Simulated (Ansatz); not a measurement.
# fcc Pt

Computed with PBE+SOC (plane waves, PAW; Ansatz, a program for electronic structure).

Run with plane-wave cutoff 520 eV, 28×28×28 k mesh, Fermi–Dirac smearing 0.042 eV (set by the program), PAW data made under PBE.

Cell: relaxed at this level.

For fcc Pt, the elastic constant C11 comes out as 306 GPa and the elastic constant C12 is 212 GPa. The elastic constant C44 is 65.3 GPa and the voigt–Reuss–Hill bulk modulus is 243 GPa. The polycrystal shear modulus (Hill average) is 57.3 GPa. The Young modulus comes out as 159 GPa and the Poisson ratio comes out as 0.391.

Measured, for comparison: elastic constant C11 358 GPa, elastic constant C12 254 GPa, elastic constant C44 77.4 GPa (0 K, low-temperature values given for 0 K; zero-point effects included; as tabulated in Li et al. (2021), arXiv:2102.01972). Computed (rounded) less measured: elastic constant C11 -15 %, elastic constant C12 -17 %, elastic constant C44 -16 %.

Elastic constants are with the ions relaxed.

Computed values are for the static lattice.
